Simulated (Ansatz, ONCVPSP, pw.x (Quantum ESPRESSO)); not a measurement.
## pw.x on bcc Mg: one setting changed

Potential: optimised norm-conserving Vanderbilt (ONCV), ONCVPSP 4.0.1, PBEsol; core [Ne], reference 3s2; waves: 3s: rc 2.45 bohr, ncon 4, nbas 7, qcut 2.9 1/bohr, 1 projector; p scattering state at 0.19 Ha: rc 2.10 bohr, ncon 3, nbas 6, qcut 4.4 1/bohr, 2 projectors, debl 0.8 Ha; local part: polynomial inside 1.40 bohr (lpopt 2, dvloc0 -1 Ha); core correction: Teter function, fcfact 5.5, rcfact 1.25.

The reference run (k-mesh 13³, cutoffs 50/200 Ry, Fermi–Dirac 0.01 Ry, mixing_beta 0.4, conv_thr 1e-9, no spin) gives 0.14 GPa at 22.446 Å³/atom, where all-electron LAPW gives 0.16 GPa. This run, with its own iteration cap, changes electron_maxstep to 2, a wrong or extreme entry chosen on purpose.

```
&control
  calculation='scf', prefix='x', pseudo_dir='./', outdir='./tmp', tstress=.true., disk_io='none'
/
&system
  ibrav=0, nat=1, ntyp=1, ecutwfc=50, ecutrho=200, nbnd=8,
  occupations='smearing', smearing='fd', degauss=0.01
/
&electrons
  conv_thr=1e-09, mixing_beta=0.4, electron_maxstep=2
/
ATOMIC_SPECIES
Mg 1.0 Mg.UPF
CELL_PARAMETERS angstrom
  -1.77702276 1.77702276 1.77702276
  1.77702276 -1.77702276 1.77702276
  1.77702276 1.77702276 -1.77702276
ATOMIC_POSITIONS crystal
Mg 0.0000 0.0000 0.0000
K_POINTS automatic
13 13 13 0 0 0
```

```bash
pw.x < Mg.scf.in > Mg.scf.out
```

Task: How does the run end?

Result: It does not reach self-consistency within its iteration cap.

```
Message from routine setup:
     using ibrav=0 with symmetry is DISCOURAGED, use correct ibrav instead
     lattice parameter (alat)  =       5.8164  a.u.
     unit-cell volume          =     151.4731 (a.u.)^3
     number of electrons       =         2.00
     number of Kohn-Sham states=            8
     kinetic-energy cutoff     =      50.0000  Ry
     charge density cutoff     =     200.0000  Ry
     scf convergence threshold =      1.0E-09
     Exchange-correlation= PBESOL
     number of k points=    84  Fermi-Dirac smearing, width (Ry)=  0.0100
     iteration #  1     ecut=    50.00 Ry     beta= 0.40
     total energy              =      -2.06483318 Ry
     estimated scf accuracy    <       0.00392535 Ry
     iteration #  2     ecut=    50.00 Ry     beta= 0.40
     total energy              =      -2.06443475 Ry
     estimated scf accuracy    <       0.00134064 Ry
     convergence NOT achieved after   2 iterations: stopping
     Message from routine punch:
     Nothing written, as per user request (disk_io='none')
```

The run took about 2.7 s on one core of a shared host (Intel(R) Xeon(R) 6975P-C, 192 threads, 378 GiB, load 67).
